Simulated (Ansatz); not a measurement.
fcc Ir was calculated with PBE0 (PAW; Ansatz, a quantum-chemistry and plane-wave program).

Input:

Ansatz 0.2 input:
```yaml
crystal:
  lattice:
    - [0.0, 1.918687258, 1.918687258]
    - [1.918687258, 0.0, 1.918687258]
    - [1.918687258, 1.918687258, 0.0]
  atoms:
    - { symbol: Ir, position: [0.0, 0.0, 0.0] }
basis:
  ecutwfc: 460
  ecutrho_ratio: 4
  xc_grid: 2
kpoints:
  mp_grid: { grid: [14, 14, 14] }
hamiltonian:
  xc: pbe0
  dispersion: none
  pseudopotentials: { kind: paw }
scf:
  occupations: { method: fermi_dirac, width: 0.05 }
  convergence: { dr2_threshold: 0.0000000001 }
output:
  forces: false
  stress: true
  eigenvalues: true
```

Output (set-up and result lines):

```
WARN output.stress: scf.exx.energy_threshold = 1e-6 eV is looser than the 1e-8 eV advised for a stress under a hybrid functional (1e-8 eV for each atom of the …
Crystal: 1 atoms, lattice volume = 14.127 Å³
Basis set: ecut = 460 eV, 331 PW (Γ), exchange–correlation on 40×40×40 points (8 copies of the dense FFT grid, shifted against one another)
Bands: 13, of which v1, the nominal top of the filled ones, is band 9 counted from 1 (8 counted from 0)
Symmetry: 48 space group operations
Space group: Fm-3m (ITA 225), of the structure as read, at distance tolerance 2.4e-5 Å
k-points: 104 of 2744
Functional: x = pbe(κ = 0.804, μ = 0.2195149727645171), c = pbe(β = 0.06672455060314922), warm-up for x = 0.75 pbe(κ = 0.804, μ = 0.2195149727645171) + 0.25 exact, c = pbe(β = 0.06672455060314922)
SCF iter   1: F=—  HF=-11935.293105 eV  |F-HF|=—  |Δ(HF+E_count)|=         —  Δρ=7.18e-3  dr2=4.21e-3
SCF iter   2: F=—  HF=-11935.292405 eV  |F-HF|=—  |Δ(HF+E_count)|=   6.99e-4  Δρ=2.30e-3  dr2=1.55e-4
  ...
SCF 1 converged in 6 iterations: F = -11935.292669 eV  dr2 = 6.15e-12
Crystal: 1 atoms, lattice volume = 14.127 Å³
Initial density: handed on by an earlier stage of this run
Functional: x = 0.75 pbe(κ = 0.804, μ = 0.2195149727645171) + 0.25 exact, c = pbe(β = 0.06672455060314922)
SCF 2 converged in 7 iterations: F = -11934.115804 eV  dr2 = 1.73e-12
Crystal: 1 atoms, lattice volume = 14.127 Å³
SCF 3 converged in 5 iterations: F = -11934.128046 eV  dr2 = 6.53e-11
Crystal: 1 atoms, lattice volume = 14.127 Å³
SCF 4 converged in 5 iterations: F = -11934.129680 eV  dr2 = 4.53e-11
Crystal: 1 atoms, lattice volume = 14.127 Å³
SCF 5 converged in 5 iterations: F = -11934.130187 eV  dr2 = 2.38e-11
Crystal: 1 atoms, lattice volume = 14.127 Å³
SCF 6 converged in 4 iterations: F = -11934.130733 eV  dr2 = 9.92e-11
Crystal: 1 atoms, lattice volume = 14.127 Å³
SCF 7 converged in 4 iterations: F = -11934.131215 eV  dr2 = 6.01e-11
Crystal: 1 atoms, lattice volume = 14.127 Å³
Crystal: 1 atoms, lattice volume = 14.127 Å³
Crystal: 1 atoms, lattice volume = 14.127 Å³
SCF iter   3: F=—  HF=-11934.131945 eV  |F-HF|=—  |Δ(HF+E_count)|=   2.30e-8  Δρ=1.54e-6  dr2=3.82e-10
SCF iter   4: F=-11934.131945 eV  HF=-11934.131945 eV  |F-HF|=1.82e-12  |Δ(HF+E_count)|=  4.27e-10  Δρ=4.15e-7  dr2=2.76e-11
SCF 10 converged in 4 iterations: F = -11934.131945 eV  dr2 = 2.76e-11
Free energy (F): -11934.131945 eV
Internal energy: -11934.129434 eV  (E = F + TS)
E sigma→0 (E₀):  -11934.130689 eV
Fermi energy:    25.383527 eV
--- Stress (GPa, compression-positive) ---
       -3.574801       0.000000       0.000000
        0.000000      -3.574801       0.000000
       -0.000000      -0.000000      -3.574801
  P = ⅓ Tr σ = -3.5748 GPa (-35.748 kbar)
```

The cell is one volume of an energy–volume scan, off the minimum.

The PAW data were made under PBE.

Note: the run warned that the count of filled bands differs between k points.

It cost around 4 core-minutes (rough) of CPU time.
